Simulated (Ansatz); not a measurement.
This geometry of ClH3Si + H2O (8 atoms, charge 0, multiplicity 1) is a first-order saddle point.

Theory: RKS PBE/def2-SVP (Ansatz).

```xyz
8
Properties=species:S:1:pos:R:3
Si 0.093 -0.226 -0.069
H 0.645 0.229 1.515
H 1.292 0.388 -0.715
H -1.136 0.593 0.174
Cl -0.656 -1.447 -1.681
O 0.426 -1.784 0.950
H -0.294 -2.450 1.008
H 0.531 -0.936 1.684
```

Problem. Which two structures does it join? (They come from a converged band through this point; their orientation in space is the band's.)

Solution. Bonds broken: Si1–H2, O6–H8. Bonds formed: Si1–O6, H2–H8. ClH3Si + H2O becomes ClH3OSi + H2.

First end point:

```xyz
8
Properties=species:S:1:pos:R:3
Si -0.151 0.312 -0.111
H -0.268 0.477 1.373
H 1.257 0.160 -0.583
H -0.779 1.505 -0.775
Cl -1.308 -1.333 -0.737
O 1.101 -2.120 1.175
H 0.473 -2.497 0.526
H 0.576 -2.138 1.997
```

Last end point:

```xyz
8
Properties=species:S:1:pos:R:3
Si -0.068 -0.353 -0.775
H 0.993 -0.685 3.544
H 1.246 0.287 -1.073
H -1.128 0.643 -0.403
Cl -0.754 -1.322 -2.488
O 0.238 -1.440 0.460
H -0.532 -1.925 0.807
H 0.907 -0.839 2.794
```

Problem. How far does it lie above each of them?

Solution. 29.0 kcal/mol above the first and 42.3 kcal/mol above the second. This is the barrier of this one path; another mechanism may lie lower. The orbitals stay closed-shell, which can raise the energy where a bond breaks towards radicals; this wasn't checked here.

Time of the run: 5.3 min on 1 thread of Intel(R) Xeon(R) Platinum 8488C (Sapphire Rapids), on a shared host, peak memory 0.17 GiB.
